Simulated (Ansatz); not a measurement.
Coupled-cluster run, `CC(C)=CO`.

```yaml
crystal:
  periodic: [false, false, false]
  atoms:
    - {symbol: C, position_ang: [-1.434388, -0.164800, -0.233140]}
    - {symbol: C, position_ang: [0.039513, -0.091252, -0.004029]}
    - {symbol: C, position_ang: [0.804645, -1.373504, -0.046535]}
    - {symbol: C, position_ang: [0.666952, 1.056795, 0.230092]}
    - {symbol: O, position_ang: [0.016548, 2.257165, 0.279252]}
    - {symbol: H, position_ang: [-1.902099, 0.817565, -0.180885]}
    - {symbol: H, position_ang: [-1.653390, -0.599291, -1.214825]}
    - {symbol: H, position_ang: [-1.910735, -0.813623, 0.510202]}
    - {symbol: H, position_ang: [0.436115, -2.078488, 0.707220]}
    - {symbol: H, position_ang: [1.870817, -1.218217, 0.131582]}
    - {symbol: H, position_ang: [0.693719, -1.867582, -1.018416]}
    - {symbol: H, position_ang: [1.741044, 1.089498, 0.394362]}
    - {symbol: H, position_ang: [0.651758, 2.950935, 0.460020]}
basis:
  gaussian: {orbitals: def2-TZVPP}
correlation: {method: ccsd_t}
output: {orbitals: {seedname: orbitals}}
```

```sh
$ ansatz run in.yaml --threads 4 --pin off --events-out ev --progress --plain --max-ram 10444MiB
```

Log, shortened:

```
Functional definition: HF
1581 factors; integrals over basis functions are off by at most 9.9e-4 eV
mean field evaluation 1: about -6283.0501 eV, gradient 4.1e1 eV
mean field evaluation 2: about -6283.3118 eV, gradient 4.1e1 eV
mean field evaluation 4: about -6287.4673 eV, gradient 4.6e0 eV
mean field evaluation 8: about -6287.5346 eV, gradient 2.4e-1 eV
mean field -6287.53497591 eV, -231.0626485206 hartree, gradient 1.6e-6 eV, S^2 0.000000; 0 other end points of the search recorded, 0 dependent functions left out
5 core orbitals not correlated: weight in the atoms' cores, before any rotation towards them, 1.000 or more for the frozen orbitals, at most 0.000 for the correlated occupied ones
reference -6287.53497591 eV, -231.0626485206 hartree; 15, 15 occupied and 247, 247 virtual orbitals, 1581 factors
second order -24.97289740 eV of doubles, -0.00000000 eV of singles
cycle   1  -25.35219095 eV  change   -3.8e-1 eV  update   1.0e-1
cycle   2  -25.93368923 eV  change   -5.8e-1 eV  update   3.0e-2
cycle   3  -26.06528637 eV  change   -1.3e-1 eV  update   1.6e-2
cycle   4  -26.05932475 eV  change    6.0e-3 eV  update   3.9e-3
cycle   5  -26.05889198 eV  change    4.3e-4 eV  update   1.8e-3
cycle   6  -26.05958032 eV  change   -6.9e-4 eV  update   5.0e-4
cycle   7  -26.05934167 eV  change    2.4e-4 eV  update   2.3e-4
cycle   8  -26.05928879 eV  change    5.3e-5 eV  update   8.4e-5
cycle   9  -26.05930096 eV  change   -1.2e-5 eV  update   3.3e-5
perturbative correction -1.07101337 eV, -0.0393590154 hartree
Total energy: -6314.66529025 eV, -232.0596691828 hartree
```

Hardware: 4 threads of an Arm Neoverse V2 on a shared host. Wall time 3.1 min, peak host memory 7.2 GiB.

Correlation energy per correlated electron: -0.904 eV. T1 diagnostic: 0.0109.
